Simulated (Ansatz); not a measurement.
Basis-set extrapolation for C3H10N2 (`CC(N)CN`) (PBE0-D4/def2-TZVP geometry, frozen core, Ansatz 0.2.0). Multiplicity 1, RHF reference.

```json
{"": "HF", "def2-TZVPP": "-228.407028", "def2-QZVPP": "-228.418212"}
{"": "MP2 correlation", "def2-TZVPP": "-0.963532", "def2-QZVPP": "-1.027192"}
{"": "CCSD(T) correlation", "def2-TZVPP": "-1.049579", "def2-QZVPP": "not run"}
```

Energies in hartree. Use E(X) = E(∞) + A·exp(−7.88·√X) for Hartree–Fock and E(X) = E(∞) + B·X^(−2.97) for correlation, with X = 3 and 4, and add CCSD(T) minus MP2 of the smaller set to the MP2 limit.

What is the CCSD(T) energy at the basis-set limit?

HF limit: -228.418212 + (-0.011184) × 0.13774 = -228.41975. MP2 limit: -1.027192 + (-0.063660) × 0.74074 = -1.07435. Higher-order term: -1.049579 − (-0.963532) = -0.08605. Total: -229.58015 hartree, 3.36 eV below CCSD(T)/def2-TZVPP.
